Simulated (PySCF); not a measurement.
# SN: bond curves at several levels of theory

Aim: find the lowest electronic state of SN, scan its bond at several levels of theory, and get bond length, wavenumber and dissociation energy from each curve.

Method: S def2-SVPD, N def2-SVPD, no relativity; program: PySCF 2.14.0.

## Step 1: The job

A driver script around PySCF takes these settings:

| Property | Result |
| --- | --- |
| atoms | S, N |
| charge | 0 |
| basis | S def2-SVPD, N def2-SVPD |
| Hamiltonian | no relativity |
| basis functions | 47 |
| electrons treated | 23 |
| masses in u | 31.9721, 14.0031 |
| levels | PBE0, PBE, r²SCAN, r²SCAN0, M06-L, LDA, HF, MP2, SCS-MP2, CCSD, CCSD(T) |
| grid | 80 radial by 434 angular points |
| occupations | held fixed by the projection of orbital angular momentum |
| dissociation limit | S + N, each in its ground configuration |
| starting distance in angstrom | 1.640 |
| values of 2S to try | 1, 3, 5 |

Command:

```console
> OMP_NUM_THREADS=1 python dia.py task.json out
```

After this run come: First curve: PBE0; Excited determinants; PBE; r²SCAN (meta-GGA); r²SCAN0; M06-L; LDA (local density); ROHF; Adding correlation.

Q: Predict the outcome of this session. Wanted: for each run, Re; ωe; De; μ.

**Answer**, as computed:

Lowest PBE0 solution found, without spin–orbit coupling: ²Π (doublet), unpaired electrons π ↑. State 2 has its PBE0 minimum 2.59 eV higher. The other levels ran on the lowest alone.

```csv
level,Re (Å),ωe (cm⁻¹),De (eV),μ (D)
ROHF,1.476,1339,0.83,-1.63
ROHF-CCSD,1.514,1222,3.69,n/a
ROHF-CCSD(T),1.524,1184,4.05,n/a
LDA,1.508,1238,6.31,-1.79
PBE,1.521,1202,5.43,-1.68
r²SCAN,1.509,1243,4.69,-1.67
M06-L,1.508,1259,4.76,-1.63
PBE0,1.500,1282,4.67,-1.73
r²SCAN0,1.494,1300,4.14,-1.72
```

De is counted to S + N in their ground configurations. A positive dipole means S(−)N(+). No constants: ROHF-MP2 (the points don't follow one smooth fit); ROHF-SCS-MP2 (the points don't follow one smooth fit).

What this shows: The methods spread over 0.048 Å in bond length, from ROHF to ROHF-CCSD(T). Among the levels with a De in the table, it runs from 0.83 eV (ROHF) to 6.31 eV (LDA).

Correlated steps freeze 6 core orbitals. T1 is 0.035 near the minimum (highest on the curve 0.067), which may point to more than one leading configuration. At some levels the lowest empty orbital lies below the highest filled one (the two can be of opposite spin).
